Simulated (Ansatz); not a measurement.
Cost and result for the atomization energy of C2H4N2 (`NC1=CN1`) (8 atoms, 8 bonds).

```xyz
8

N     0.222    0.340   -1.305
C     0.093    0.049   -0.010
C     0.495   -0.105    1.211
N    -0.982   -0.428    0.787
H    -0.562    0.138   -1.900
H     1.136    0.307   -1.724
H     1.159   -0.658    1.848
H    -1.561    0.356    1.093
```

The species carries charge 0 and has multiplicity 1. Geometry: relaxed with PBE0-D4/def2-TZVP. It is one conformer, not always the lowest. Program: Ansatz. All runs use 2 threads of an Arm Neoverse V1 on a shared host. Times are those of one run each, without the atoms' runs, and a repeat can differ threefold. Electronic energies, without spin–orbit coupling; frozen cores. CCSD(T)/CBS adds CCSD(T) − MP2 in def2-TZVPP to the MP2 limit, and its time is that of the two runs behind it. T1 = 0.015. HSE06 is the plane-wave form, built on full-range PBE exchange.

CCSD(T)/CBS is a level of theory with its own doubt, some kJ/mol a heavy atom from the limit and from the frozen cores, so smaller differences don't rank the functionals.

```tsv
level	functions	atomization (kcal/mol)	difference from CCSD(T)/CBS	per bond
r2SCAN-D4/def2-TZVPP (with forces)	180	713.6	3.8	0.5
HSE06-D4/def2-TZVPP	180	724.6	14.8	1.9
CCSD(T)/def2-TZVPP	180	684.0	-25.8	-3.2
PBE0-D4/def2-TZVPP	180	723.7	13.9	1.7
CCSD(T)/CBS(def2)	–	709.8	0.0	0.0
PBE-QIDH/def2-TZVPP	180	706.3	-3.5	-0.4
CCSD(T)/def2-SVP	76	661.8	-48.0	-6.0
MP2/def2-QZVPP	348	717.7	7.9	1.0
LDA (SPW92)/def2-TZVPP	180	854.0	144.2	18.0
BLYP-D4/def2-TZVPP	180	727.8	18.0	2.3
r2SCANh-D4/def2-TZVPP	180	705.7	-4.1	-0.5
BHLYP-D4/def2-TZVPP	180	679.7	-30.1	-3.8
B97M-V/def2-TZVPP	180	715.0	5.2	0.7
```

Order the runs by time, with rough figures. (Estimate.)

Ansatz gave: LDA (SPW92)/def2-TZVPP 1.6 s; BLYP-D4/def2-TZVPP 2.1 s; CCSD(T)/def2-SVP 2.3 s; BHLYP-D4/def2-TZVPP 2.6 s; HSE06-D4/def2-TZVPP 2.7 s; PBE0-D4/def2-TZVPP 3.2 s; r2SCANh-D4/def2-TZVPP 4.1 s; PBE-QIDH/def2-TZVPP 4.1 s; r2SCAN-D4/def2-TZVPP (with forces) 4.2 s; B97M-V/def2-TZVPP 8 s; MP2/def2-QZVPP 21 s; CCSD(T)/def2-TZVPP 47 s; CCSD(T)/CBS(def2) 68 s.

At CCSD(T), def2-SVP lies −48.0 kcal/mol from the extrapolated value and def2-TZVPP −25.8 kcal/mol: correlation converges slowly with the basis, and small sets miss more of it in the bonded molecule than in its fragments. In def2-TZVPP, CCSD(T) changes the Hartree–Fock value by +239.2 kcal/mol (the triples alone add +17.3 kcal/mol) and MP2 by +257.7 kcal/mol; breaking electron pairs costs correlation energy, which Hartree–Fock lacks. From PBE to PBE0 (25 % exact exchange), in def2-TZVPP and without D4, the atomization energy moves by −27.6 kcal/mol: exact exchange takes away binding that semilocal exchange gives to molecules.
